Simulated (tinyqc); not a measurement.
Worked calculation: CIS and TDHF on RHF in the sto-3g basis, for H2O, spin multiplicity 1. One step of it, computed by the program tinyqc.

Question. TDHF (RPA) triplet states. B(ia,jb) = - (ib|ja); the squared energies are the eigenvalues of (A - B)(A + B); 1 hartree = 27.211386 eV.

CIS matrix A, triplet (hartree), order 1>6, 1>7, 2>6, 2>7, 3>6, 3>7, 4>6, 4>7, 5>6, 5>7:
```
[[20.024689, 0.000000, 0.007212, 0.000000, 0.000000, -0.008485, -0.020400, 0.000000, 0.000000, 0.000000],
 [0.000000, 20.089047, 0.000000, 0.008737, -0.008485, 0.000000, 0.000000, -0.004399, 0.000000, 0.000000],
 [0.007212, 0.000000, 1.226122, 0.000000, 0.000000, -0.092119, -0.053261, 0.000000, 0.000000, 0.000000],
 [0.000000, 0.008737, 0.000000, 1.321463, -0.092119, 0.000000, 0.000000, 0.011419, 0.000000, 0.000000],
 [0.000000, -0.008485, 0.000000, -0.092119, 0.597454, 0.000000, 0.000000, -0.051157, 0.000000, 0.000000],
 [-0.008485, 0.000000, -0.092119, 0.000000, 0.000000, 0.658493, -0.051157, 0.000000, 0.000000, 0.000000],
 [-0.020400, 0.000000, -0.053261, 0.000000, 0.000000, -0.051157, 0.498799, 0.000000, 0.000000, 0.000000],
 [0.000000, -0.004399, 0.000000, 0.011419, -0.051157, 0.000000, 0.000000, 0.552652, 0.000000, 0.000000],
 [0.000000, 0.000000, 0.000000, 0.000000, 0.000000, 0.000000, 0.000000, 0.000000, 0.384854, 0.000000],
 [0.000000, 0.000000, 0.000000, 0.000000, 0.000000, 0.000000, 0.000000, 0.000000, 0.000000, 0.458644]]
```

Two-electron integrals over orbitals (pq|rs), unique and non-zero (hartree):
```
(11|11) 4.745245    (21|11) -0.418012   (21|21) 0.058514    (22|11) 1.005972
(22|21) -0.013191   (22|22) 0.728180    (31|31) 0.011288    (32|31) 0.017857
(32|32) 0.140482    (33|11) 0.798859    (33|21) -0.004530   (33|22) 0.642581
(33|33) 0.627445    (41|11) 0.189212    (41|21) -0.023562   (41|22) 0.015825
(41|33) 0.006570    (41|41) 0.027121    (42|11) -0.141208   (42|21) 0.009340
(42|22) -0.002156   (42|33) 0.005199    (42|41) 0.017384    (42|42) 0.124885
(43|31) -0.003743   (43|32) 0.020105    (43|43) 0.050385    (44|11) 0.972506
(44|21) -0.013001   (44|22) 0.666210    (44|33) 0.591350    (44|41) -0.010143
(44|42) -0.101106   (44|44) 0.751738    (51|51) 0.026018    (52|51) 0.032522
(52|52) 0.145043    (53|53) 0.028613    (54|51) -0.013804   (54|52) -0.048757
(54|54) 0.055056    (55|11) 1.115344    (55|21) -0.011749   (55|22) 0.747815
(55|33) 0.626397    (55|41) 0.005306    (55|42) -0.075780   (55|44) 0.714254
(55|55) 0.880159    (61|11) -0.221636   (61|21) 0.033696    (61|22) 0.000140
(61|33) 0.000731    (61|41) 0.000302    (61|42) 0.021016    (61|44) -0.019014
(61|55) -0.005813   (61|61) 0.030352    (62|11) 0.297832    (62|21) -0.006076
(62|22) 0.142399    (62|33) 0.077998    (62|41) 0.018889    (62|42) 0.021759
(62|44) 0.076278    (62|55) 0.154229    (62|61) 0.009034    (62|62) 0.101829
(63|31) 0.003457    (63|32) -0.032921   (63|43) -0.029238   (63|63) 0.065986
(64|11) 0.239201    (64|21) -0.002927   (64|22) 0.102044    (64|33) 0.046858
(64|41) 0.000579    (64|42) -0.046001   (64|44) 0.128906    (64|55) 0.128659
(64|61) -0.002081   (64|62) 0.058751    (64|64) 0.081485    (65|51) 0.014631
(65|52) 0.055734    (65|54) 0.000315    (65|65) 0.037437    (66|11) 0.816342
(66|21) -0.007212   (66|22) 0.618804    (66|33) 0.571446    (66|41) 0.020400
(66|42) 0.053261    (66|44) 0.554862    (66|55) 0.594697    (66|61) 0.009392
(66|62) 0.101249    (66|64) 0.047693    (66|66) 0.602834    (71|31) 0.014965
(71|32) 0.022239    (71|43) -0.005101   (71|63) 0.004029    (71|71) 0.019884
(72|31) 0.013999    (72|32) 0.041820    (72|43) -0.036185   (72|63) 0.034897
(72|71) 0.017651    (72|72) 0.062537    (73|11) 0.361019    (73|21) -0.007390
(73|22) 0.138901    (73|33) 0.089549    (73|41) -0.000722   (73|42) -0.082364
(73|44) 0.149640    (73|55) 0.190942    (73|61) -0.006929   (73|62) 0.073779
(73|64) 0.089080    (73|66) 0.040237    (73|73) 0.156965    (74|31) -0.009777
(74|32) -0.079090   (74|43) -0.002633   (74|63) 0.045525    (74|71) -0.012797
(74|72) -0.015382   (74|74) 0.072603    (75|53) 0.023589    (75|75) 0.023779
(76|31) 0.008485    (76|32) 0.092119    (76|43) 0.051157    (76|63) -0.058413
(76|71) 0.010738    (76|72) -0.011539   (76|74) -0.059726   (76|76) 0.110564
(77|11) 0.845928    (77|21) -0.008737   (77|22) 0.617407    (77|33) 0.604351
(77|41) 0.004399    (77|42) -0.011419   (77|44) 0.594953    (77|55) 0.614851
(77|61) -0.004072   (77|62) 0.065385    (77|64) 0.041495    (77|66) 0.566566
(77|73) 0.084485    (77|77) 0.609959
```

Give: TDHF matrix B, triplet; squared energies w^2; TDHF energies from the positive w^2.

Answer.

TDHF matrix B, triplet (hartree), order 1>6, 1>7, 2>6, 2>7, 3>6, 3>7, 4>6, 4>7, 5>6, 5>7:
```
[[-0.030, 0.000, -0.009, 0.000, 0.000, -0.004, 0.002, 0.000, 0.000, 0.000],
 [0.000, -0.020, 0.000, -0.018, 0.007, 0.000, 0.000, 0.013, 0.000, 0.000],
 [-0.009, 0.000, -0.102, 0.000, 0.000, -0.035, -0.059, 0.000, 0.000, 0.000],
 [0.000, -0.018, 0.000, -0.063, -0.074, 0.000, 0.000, 0.015, 0.000, 0.000],
 [0.000, 0.007, 0.000, -0.074, -0.066, 0.000, 0.000, -0.089, 0.000, 0.000],
 [-0.004, 0.000, -0.035, 0.000, 0.000, -0.157, -0.046, 0.000, 0.000, 0.000],
 [0.002, 0.000, -0.059, 0.000, 0.000, -0.046, -0.081, 0.000, 0.000, 0.000],
 [0.000, 0.013, 0.000, 0.015, -0.089, 0.000, 0.000, -0.073, 0.000, 0.000],
 [0.000, 0.000, 0.000, 0.000, 0.000, 0.000, 0.000, 0.000, -0.037, 0.000],
 [0.000, 0.000, 0.000, 0.000, 0.000, 0.000, 0.000, 0.000, 0.000, -0.024]]
```

squared energies w^2 (hartree^2): [0.147, 0.202, 0.210, 0.241, 0.382, 0.422, 1.534, 1.768, 400.988, 403.569]

TDHF energies from the positive w^2 (eV): [10.423, 12.233, 12.464, 13.355, 16.808, 17.682, 33.704, 36.181, 544.900, 546.650]
